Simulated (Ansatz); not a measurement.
Input file for Ansatz (a quantum-chemistry and plane-wave program): R-revPBE/def2-TZVPPD on C4H4 (a complex). Files ending in .json are basis or fitting sets from the Basis Set Exchange.

Ansatz 0.2 input:
```yaml
crystal:
  periodic: [false, false, false]
  atoms:
    - {symbol: C, position_ang: [-0.59913239, -0.07435738, -2.19272482]}
    - {symbol: H, position_ang: [-1.66113739, -0.07431438, -2.19864582]}
    - {symbol: C, position_ang: [0.61270661, -0.07445138, -2.18949582]}
    - {symbol: H, position_ang: [1.67473261, -0.07458038, -2.18969182]}
    - {symbol: C, position_ang: [-0.00482439, 0.05527662, 1.58570718]}
    - {symbol: H, position_ang: [-0.00143039, 0.02154162, 0.52241018]}
    - {symbol: C, position_ang: [-0.00876139, 0.09356662, 2.79717218]}
    - {symbol: H, position_ang: [-0.01202739, 0.12694262, 3.85808418]}
basis:
  gaussian:
    orbitals: def2-TZVPPD.json
hamiltonian:
  xc: {name: revPBE}
scf: {lower_state_search: off}
```

Program output:

```
WARN ansatz: RAYON_NUM_THREADS=2 ignored (pool sized by the plan → 2); use --threads N
Functional definition: revPBE
these checks for a lower state are left out or cut short: stability, starts, cluster_reference, orbital_swaps, neighbouring_geometries, increment
integrals: 0.08 GiB planned
932 factors; their error is unknown
mean field: 0.78 GiB planned
mean field evaluation 1: about -4197.8773 eV, gradient 6.7e1 eV
mean field evaluation 2: about -4187.5350 eV, gradient 8.9e1 eV
mean field evaluation 4: about -4209.0656 eV, gradient 5.1e0 eV
mean field evaluation 8: about -4209.0993 eV, gradient 6.0e-2 eV
mean field evaluation 16: about -4209.0993 eV, gradient 9.9e-6 eV
mean field -4209.09933154 eV, -154.6815474040 hartree, gradient 2.4e-6 eV, S^2 0.000000; 0 other end points of the search recorded, 0 dependent functions left out
reference -4209.09938784 eV, -154.6815494729 hartree; 14, 14 occupied and 202, 202 virtual orbitals, 932 factors
Total energy: -4209.09938784 eV, -154.6815494729 hartree
Checks for a lower state left out: stability, starts, cluster_reference, orbital_swaps, neighbouring_geometries, increment
```

The calculation finished and met its thresholds.

Cost: roughly 2.4 core-seconds.
